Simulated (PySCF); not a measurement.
# CH2F radical: a look at the electrons, part 2 of 3

For CH2F radical, the scripts below see where an electron leaves and enters, analyse its density (charges, bond critical points, surface potential) and measure its response to a uniform field.

PySCF 2.14.0; Gaussian basis, gas phase.

## (4) Density, bond paths and surface potential (PBE0/def2-svp)

The input, input.py:

```python
import numpy as np
from pyscf import gto, scf, dft
from pyscf.scf import atom_ks, atom_hf
from scipy.linalg import block_diag

def solve(mol, dm0=None, hcore=None):
    mf = (dft.UKS if mol.spin else dft.RKS)(mol, xc='pbe0')
    mf.grids.level = 3
    mf = mf.density_fit(auxbasis='def2-universal-jkfit')
    mf.conv_tol, mf.max_cycle = 1e-8, 80
    if hcore is not None:
        mf.get_hcore = lambda *args: hcore
    mf.kernel(dm0)
    if not mf.converged:
        mf = mf.newton().run(mf.mo_coeff, mf.mo_occ, max_cycle=30)
    assert mf.converged, 'SCF not converged'
    return mf

mol = gto.M(atom='''
C      0.64990    -0.00004    -0.04217
F     -0.68124    -0.00001     0.00729
H      1.11603    -0.95442     0.09373
H      1.11576     0.95473     0.09368
''', basis='def2-svp', charge=0, spin=1, verbose=4)
mf = solve(mol)
mf.analyze()
# spherically averaged free atoms, for the promolecule
atm = atom_ks.get_atm_nrks(mol, xc='pbe0')
pro = block_diag(*[(atm[a[0]][2] * atm[a[0]][3]) @ atm[a[0]][2].T for a in mol._atom])
np.savez('result.npz', e=mf.e_tot, c=mf.mo_coeff, occ=mf.mo_occ, eps=mf.mo_energy, pro=pro, dip=mf.dip_moment(verbose=0), s2=mf.spin_square()[0])
```

Command:

```sh
$ OMP_NUM_THREADS=1 python input.py
```

Output:

```text
[ENV] PYSCF_TMPDIR <dir>
[ENV] PYSCF_MAX_MEMORY 1650
[INPUT] verbose = 4
[INPUT] num. atoms = 4
[INPUT] num. electrons = 17
[INPUT] charge = 0
[INPUT] spin (= nelec alpha-beta = 2S) = 1
[INPUT] symmetry False subgroup None
[INPUT] Mole.unit = angstrom
[INPUT] Symbol           X                Y                Z      unit          X                Y                Z       unit  Magmom
[INPUT]  1 C      0.649900000000  -0.000040000000  -0.042170000000 AA    1.228133008355  -0.000075589045  -0.079689750673 Bohr   0.0
[INPUT]  2 F     -0.681240000000  -0.000010000000   0.007290000000 AA   -1.287357025099  -0.000018897261   0.013776103448 Bohr   0.0
[INPUT]  3 H      1.116030000000  -0.954420000000   0.093730000000 AA    2.108991046798  -1.803592407807   0.177124029655 Bohr   0.0
[INPUT]  4 H      1.115760000000   0.954730000000   0.093680000000 AA    2.108480820745   1.804178222906   0.177029543349 Bohr   0.0

nuclear repulsion = 32.3357240614261
number of shells = 18
number of NR pGTOs = 62
number of NR cGTOs = 38
basis = def2-svp
ecp = {}

******** <class 'pyscf.df.df_jk.DFUKS'> ********
method = DFUKS
initial guess = minao
damping factor = 0
level_shift factor = 0
DIIS = <class 'pyscf.scf.diis.CDIIS'>
diis_start_cycle = 1
diis_space = 8
diis_damp = 0
SCF conv_tol = 1e-08
SCF conv_tol_grad = None
SCF max_cycles = 80
direct_scf = False
number electrons alpha = 9  beta = 8
XC library pyscf.dft.libxc version 7.0.0
    S. Lehtola, C. Steigemann, M. J.T. Oliveira, and M. A.L. Marques.,  SoftwareX 7, 1–5 (2018)
XC functionals = pbe0
    C. Adamo and V. Barone.,  J. Chem. Phys. 110, 6158 (1999)
    M. Ernzerhof and G. E. Scuseria.,  J. Chem. Phys. 110, 5029 (1999)
radial grids:
    Treutler-Ahlrichs [JCP 102, 346 (1995); DOI:10.1063/1.469408] (M4) radial grids

becke partition: Becke, JCP 88, 2547 (1988); DOI:10.1063/1.454033
pruning grids: <function nwchem_prune at 0x7d746f463600>
grids dens level: 3
symmetrized grids: False
atomic radii adjust function: <function treutler_atomic_radii_adjust at 0x7d746f463ba0>
small_rho_cutoff = 0
Set gradient conv threshold to 0.0001
tot grids = 48000
******** <class 'pyscf.df.df.DF'> ********
auxbasis = def2-universal-jkfit
init E= -138.856084320032
[... the frontier-level lines of each cycle are left out ...]


cycle= 1 E= -138.79168801965  delta_E= 0.0644  |g|= 0.273  |ddm|= 1.34
cycle= 2 E= -138.76804342604  delta_E= 0.0236  |g|= 0.387  |ddm|= 0.391
cycle= 3 E= -138.816915772793  delta_E= -0.0489  |g|= 0.026  |ddm|= 0.238
cycle= 4 E= -138.817210755082  delta_E= -0.000295  |g|= 0.00473  |ddm|= 0.0208
cycle= 5 E= -138.81723318829  delta_E= -2.24e-05  |g|= 0.00178  |ddm|= 0.00785
cycle= 6 E= -138.817235750029  delta_E= -2.56e-06  |g|= 0.00078  |ddm|= 0.00275
cycle= 7 E= -138.817236253879  delta_E= -5.04e-07  |g|= 8.81e-05  |ddm|= 0.00126
cycle= 8 E= -138.81723626179  delta_E= -7.91e-09  |g|= 1.75e-05  |ddm|= 0.000157
Extra cycle  E= -138.817236262006  delta_E= -2.17e-10  |g|= 6.81e-06  |ddm|= 2.03e-05
converged SCF energy = -138.817236262006  <S^2> = 0.7539144  2S+1 = 2.0039106
**** SCF Summaries ****
Total Energy =                        -138.817236262006105
Nuclear Repulsion Energy =              32.335724061426127
One-electron Energy =                 -255.394697999436573
Two-electron Energy =                   84.241737676004320
Two-electron Coulomb Energy =          100.692275041073245
DFT Exchange-Correlation Energy =      -16.450537365068925
**** MO energy ****
                             alpha | beta                alpha | beta
MO #1   energy= -24.782722900405   | -24.7779186816095  occ= 1 | 1
MO #2   energy= -10.3104215125113  | -10.2939549107635  occ= 1 | 1
MO #3   energy= -1.23950355948691  | -1.22832301911998  occ= 1 | 1
MO #4   energy= -0.701988883761751 | -0.666945421956625 occ= 1 | 1
MO #5   energy= -0.53001216692452  | -0.520930053267329 occ= 1 | 1
MO #6   energy= -0.526468729030697 | -0.515431009888723 occ= 1 | 1
MO #7   energy= -0.490115920628807 | -0.448635065663374 occ= 1 | 1
MO #8   energy= -0.382436057001977 | -0.376765444566967 occ= 1 | 1
MO #9   energy= -0.226057330974248 | -0.03226788750244  occ= 1 | 0
MO #10  energy= 0.0948007646993454 | 0.105992146353391  occ= 0 | 0
MO #11  energy= 0.142429990735924  | 0.155013679185795  occ= 0 | 0
MO #12  energy= 0.149868179131437  | 0.162785846738062  occ= 0 | 0
MO #13  energy= 0.423507030232423  | 0.446027442767169  occ= 0 | 0
MO #14  energy= 0.46723591080029   | 0.513702093151647  occ= 0 | 0
MO #15  energy= 0.495946538713691  | 0.545803600062385  occ= 0 | 0
MO #16  energy= 0.563657045227055  | 0.571059559301683  occ= 0 | 0
MO #17  energy= 0.651648634839267  | 0.669836514184277  occ= 0 | 0
MO #18  energy= 0.678182112394788  | 0.68645921419404   occ= 0 | 0
MO #19  energy= 1.13946924788378   | 1.14460286233191   occ= 0 | 0
MO #20  energy= 1.14688442165892   | 1.17609923282485   occ= 0 | 0
MO #21  energy= 1.16565882392015   | 1.18954418468408   occ= 0 | 0
MO #22  energy= 1.34897455162836   | 1.35120840808051   occ= 0 | 0
MO #23  energy= 1.50731859115816   | 1.53116251665996   occ= 0 | 0
MO #24  energy= 1.52867595372412   | 1.5335966317557    occ= 0 | 0
MO #25  energy= 1.59266128052492   | 1.59773994379833   occ= 0 | 0
MO #26  energy= 1.71200519691826   | 1.73098939710723   occ= 0 | 0
MO #27  energy= 1.82488852082804   | 1.87482923363512   occ= 0 | 0
MO #28  energy= 1.9586770545028    | 1.96350946918183   occ= 0 | 0
MO #29  energy= 1.98158673842345   | 2.03342597472144   occ= 0 | 0
MO #30  energy= 2.20659184966803   | 2.25210428699325   occ= 0 | 0
MO #31  energy= 2.30376825513445   | 2.31309263608419   occ= 0 | 0
MO #32  energy= 2.73245924256026   | 2.73997487512805   occ= 0 | 0
MO #33  energy= 2.93469831699637   | 2.94357786475048   occ= 0 | 0
MO #34  energy= 3.08828902108132   | 3.10071888207431   occ= 0 | 0
MO #35  energy= 3.14774308772165   | 3.16255895153049   occ= 0 | 0
MO #36  energy= 3.32283184028419   | 3.34298608992719   occ= 0 | 0
MO #37  energy= 3.48077884296199   | 3.48505245066172   occ= 0 | 0
MO #38  energy= 3.81341600742522   | 3.8208929565477    occ= 0 | 0

To work with the spin densities directly, `use mulliken_meta_spin()` only printing them here.

 ** Mulliken spin pop alpha/beta on meta-lowdin orthogonal AOs **
 ** Mulliken Spin Density (per AO)  **
spin_pop of  0 C 1s       -0.00001
spin_pop of  0 C 2s        0.05728
spin_pop of  0 C 3s        0.00005
...
pop of  0 C 1s        0.99994 | 0.99995
pop of  0 C 2s        0.54890 | 0.49162
pop of  0 C 3s        0.00385 | 0.00380
pop of  0 C 2px       0.34757 | 0.33817
pop of  0 C 2py       0.57372 | 0.55330
pop of  0 C 2pz       0.98012 | 0.11490
pop of  0 C 3px       0.00773 | 0.00769
pop of  0 C 3py       0.00576 | 0.00619
pop of  0 C 3pz       0.00453 | 0.00021
pop of  0 C 3dxy      0.00158 | 0.00154
pop of  0 C 3dyz      0.00011 | 0.00017
pop of  0 C 3dz^2     0.00035 | 0.00133
pop of  0 C 3dxz      0.00102 | 0.00091
pop of  0 C 3dx2-y2    0.00172 | 0.00175
pop of  1 F 1s        0.99998 | 0.99998
pop of  1 F 2s        0.90843 | 0.90604
pop of  1 F 3s        0.00185 | 0.00168
pop of  1 F 2px       0.77052 | 0.78451
pop of  1 F 2py       0.98186 | 0.98109
pop of  1 F 2pz       0.99678 | 0.88607
pop of  1 F 3px       0.00062 | 0.00056
pop of  1 F 3py       0.00087 | 0.00081
pop of  1 F 3pz       0.00084 | 0.00002
pop of  1 F 3dxy      0.00040 | 0.00042
pop of  1 F 3dyz      0.00000 | 0.00000
pop of  1 F 3dz^2     0.00036 | 0.00036
pop of  1 F 3dxz      0.00044 | 0.00052
pop of  1 F 3dx2-y2    0.00107 | 0.00111
pop of  2 H 1s        0.42226 | 0.45111
pop of  2 H 2s        0.00574 | 0.00557
pop of  2 H 2px       0.00019 | 0.00019
pop of  2 H 2py       0.00066 | 0.00074
pop of  2 H 2pz       0.00068 | 0.00003
pop of  3 H 1s        0.42228 | 0.45114
pop of  3 H 2s        0.00573 | 0.00557
pop of  3 H 2px       0.00019 | 0.00019
pop of  3 H 2py       0.00066 | 0.00074
pop of  3 H 2pz       0.00068 | 0.00003
In total             9.00000 | 8.00000
 ** Mulliken atomic charges   ( Nelec_alpha | Nelec_beta ) **
charge of  0C =      0.00157  (     3.47690      2.52153 )
charge of  1F =     -0.22720  (     4.66404      4.56316 )
charge of  2H =      0.11284  (     0.42952      0.45764 )
charge of  3H =      0.11280  (     0.42954      0.45767 )
Dipole moment(X, Y, Z, Debye):  1.28591, -0.00012,  0.23104
Spherically averaged atomic KS for {'H', 'F', 'C'}

******** <class 'pyscf.scf.atom_ks.AtomSphAverageRKS'> ********
method = AtomSphAverageRKS
initial guess = vsap
damping factor = 0
level_shift factor = 0
diis_start_cycle = 1
diis_space = 12
SCF conv_tol = 1e-09
SCF conv_tol_grad = None
SCF max_cycles = 50
direct_scf = True
direct_scf_tol = 1e-13
XC library pyscf.dft.libxc version 7.0.0
    S. Lehtola, C. Steigemann, M. J.T. Oliveira, and M. A.L. Marques.,  SoftwareX 7, 1–5 (2018)
XC functionals = pbe0
    C. Adamo and V. Barone.,  J. Chem. Phys. 110, 6158 (1999)
    M. Ernzerhof and G. E. Scuseria.,  J. Chem. Phys. 110, 5029 (1999)
radial grids:
    Treutler-Ahlrichs [JCP 102, 346 (1995); DOI:10.1063/1.469408] (M4) radial grids

becke partition: Becke, JCP 88, 2547 (1988); DOI:10.1063/1.454033
pruning grids: <function nwchem_prune at 0x7d746f463600>
grids dens level: 3
symmetrized grids: False
atomic radii adjust function: <function treutler_atomic_radii_adjust at 0x7d746f463ba0>
User specified grid scheme (100, 434)
small_rho_cutoff = 0
Set gradient conv threshold to 3.16228e-05
tot grids = 24752
init E= -5.27584980896795
cycle= 1 E= -5.29148246960412  delta_E= -0.0156  |g|=    0  |ddm|= 0.565
cycle= 2 E= -5.29513022436181  delta_E= -0.00365  |g|=    0  |ddm|= 0.228
cycle= 3 E= -5.29630246583391  delta_E= -0.00117  |g|=    0  |ddm|= 0.119
cycle= 4 E= -5.29650515625818  delta_E= -0.000203  |g|=    0  |ddm|= 0.0556
cycle= 5 E= -5.29656975396092  delta_E= -6.46e-05  |g|=    0  |ddm|= 0.0278
cycle= 6 E= -5.29658088430912  delta_E= -1.11e-05  |g|=    0  |ddm|= 0.013
cycle= 7 E= -5.29658441670395  delta_E= -3.53e-06  |g|=    0  |ddm|= 0.00652
cycle= 8 E= -5.29658502779838  delta_E= -6.11e-07  |g|=    0  |ddm|= 0.00305
cycle= 9 E= -5.29658522154109  delta_E= -1.94e-07  |g|=    0  |ddm|= 0.00153
cycle= 10 E= -5.29658525509213  delta_E= -3.36e-08  |g|=    0  |ddm|= 0.000715
cycle= 11 E= -5.29658526572666  delta_E= -1.06e-08  |g|=    0  |ddm|= 0.000358
cycle= 12 E= -5.29658526756875  delta_E= -1.84e-09  |g|=    0  |ddm|= 0.000168
cycle= 13 E= -5.2965852682778  delta_E= -7.09e-10  |g|=    0  |ddm|= 4.96e-05
Extra cycle  E= -5.29658526828909  delta_E= -1.13e-11  |g|=    0  |ddm|= 1.31e-05
Atomic HF for atom  C  converged. SCF energy = -5.29658526828909

******** <class 'pyscf.scf.atom_ks.AtomSphAverageRKS'> ********
method = AtomSphAverageRKS
initial guess = vsap
damping factor = 0
level_shift factor = 0
diis_start_cycle = 1
diis_space = 12
SCF conv_tol = 1e-09
SCF conv_tol_grad = None
SCF max_cycles = 50
direct_scf = True
direct_scf_tol = 1e-13
XC library pyscf.dft.libxc version 7.0.0
    S. Lehtola, C. Steigemann, M. J.T. Oliveira, and M. A.L. Marques.,  SoftwareX 7, 1–5 (2018)
XC functionals = pbe0
    C. Adamo and V. Barone.,  J. Chem. Phys. 110, 6158 (1999)
    M. Ernzerhof and G. E. Scuseria.,  J. Chem. Phys. 110, 5029 (1999)
radial grids:
    Treutler-Ahlrichs [JCP 102, 346 (1995); DOI:10.1063/1.469408] (M4) radial grids

becke partition: Becke, JCP 88, 2547 (1988); DOI:10.1063/1.454033
pruning grids: <function nwchem_prune at 0x7d746f463600>
grids dens level: 3
symmetrized grids: False
atomic radii adjust function: <function treutler_atomic_radii_adjust at 0x7d746f463ba0>
User specified grid scheme (100, 434)
small_rho_cutoff = 0
Set gradient conv threshold to 3.16228e-05
tot grids = 25232
init E= -67.1078162489271
cycle= 1 E= -67.1088707493703  delta_E= -0.00105  |g|=    0  |ddm|= 0.0925
cycle= 2 E= -67.1089429908239  delta_E= -7.22e-05  |g|=    0  |ddm|= 0.0393
cycle= 3 E= -67.1091177059025  delta_E= -0.000175  |g|=    0  |ddm|= 0.0204
cycle= 4 E= -67.1091181835862  delta_E= -4.78e-07  |g|=    0  |ddm|= 0.00329
cycle= 5 E= -67.1091193640483  delta_E= -1.18e-06  |g|=    0  |ddm|= 0.00167
cycle= 6 E= -67.1091193669485  delta_E= -2.9e-09  |g|=    0  |ddm|= 0.000258
cycle= 7 E= -67.1091193741665  delta_E= -7.22e-09  |g|=    0  |ddm|= 0.000111
cycle= 8 E= -67.1091193741968  delta_E= -3.04e-11  |g|=    0  |ddm|= 5.21e-06
Extra cycle  E= -67.1091193741982  delta_E= -1.39e-12  |g|=    0  |ddm|= 5.76e-06
Atomic HF for atom  F  converged. SCF energy = -67.1091193741982

******** <class 'pyscf.scf.atom_ks.AtomSphAverageRKS'> ********
method = AtomSphAverageRKS
initial guess = vsap
damping factor = 0
level_shift factor = 0
diis_start_cycle = 1
diis_space = 12
SCF conv_tol = 1e-09
SCF conv_tol_grad = None
SCF max_cycles = 50
direct_scf = True
direct_scf_tol = 1e-13
XC library pyscf.dft.libxc version 7.0.0
    S. Lehtola, C. Steigemann, M. J.T. Oliveira, and M. A.L. Marques.,  SoftwareX 7, 1–5 (2018)
XC functionals = pbe0
    C. Adamo and V. Barone.,  J. Chem. Phys. 110, 6158 (1999)
    M. Ernzerhof and G. E. Scuseria.,  J. Chem. Phys. 110, 5029 (1999)
radial grids:
    Treutler-Ahlrichs [JCP 102, 346 (1995); DOI:10.1063/1.469408] (M4) radial grids

becke partition: Becke, JCP 88, 2547 (1988); DOI:10.1063/1.454033
pruning grids: <function nwchem_prune at 0x7d746f463600>
grids dens level: 3
symmetrized grids: False
atomic radii adjust function: <function treutler_atomic_radii_adjust at 0x7d746f463ba0>
User specified grid scheme (100, 434)
small_rho_cutoff = 0
Set gradient conv threshold to 3.16228e-05
tot grids = 26240
init E= 31.9090012352269
cycle= 1 E= 31.9016112266678  delta_E= -0.00739  |g|=    0  |ddm|= 0.207
cycle= 2 E= 31.9015967915098  delta_E= -1.44e-05  |g|=    0  |ddm|= 0.00912
cycle= 3 E= 31.9015967360875  delta_E= -5.54e-08  |g|=    0  |ddm|= 0.000565
cycle= 4 E= 31.9015967358795  delta_E= -2.08e-10  |g|=    0  |ddm|= 3.46e-05
Extra cycle  E= 31.9015967358788  delta_E= -7.82e-13  |g|=    0  |ddm|= 2.12e-06
Atomic HF for atom  H  converged. SCF energy = 31.9015967358788
```

Run time: 4 s. Hardware: 1 thread of Intel Xeon Platinum 8259CL at 2.50GHz (Skylake/Cascade Lake), shared host; peak memory 0.21 GiB.

## (5) Analysis of result.npz

Deformation density: the molecule less spherical free atoms.

C1–H3 and C1–H4: +0.78 e/Å³ at the bond critical point (bond length 1.07 Å, Mayer order 1.0). C1–F2: −0.02 e/Å³ at the bond critical point (bond length 1.33 Å, Mayer order 1.1). In all, 0.8 electrons are displaced relative to the promolecule. A small or negative value marks a very polar bond or one between electron-rich atoms, whose free-atom densities already overlap strongly.

The highest Hirshfeld charge is on H3 and H4 (+0.05 e), the lowest on F2 (−0.08 e).

Topology of the density (QTAIM).

4 nuclei, 3 bond, 0 ring and 0 cage critical points: 4 − 3 + 0 − 0 = 1, as the Poincaré–Hopf relation requires.

```
      bond  length (Å)  ρ (a.u.)  ∇²ρ (a.u.)     ε  H (a.u.)
C1–H3 (×2)       1.071     0.292       −1.17  0.10    −0.331
     C1–F2       1.332     0.257       +0.39  0.17    −0.364
```

Shared-shell (covalent): ρ = 0.292, ∇²ρ = −1.17, H = −0.331 a.u.

On the 0.001 a.u. surface of the density.

Highest: 0.86 V, 1.3 Å from H4, and at symmetry-equivalent points. Lowest: −0.76 V, 1.6 Å from F2.

About 41 Å³; the dipole moment is 1.3 D.

Spin density.

Hirshfeld spin populations: C1 +0.76, F2 +0.14 and H3 and H4 +0.05. ⟨S²⟩ = 0.75, against 0.75 for a pure state.

[end of part 2 of 3]
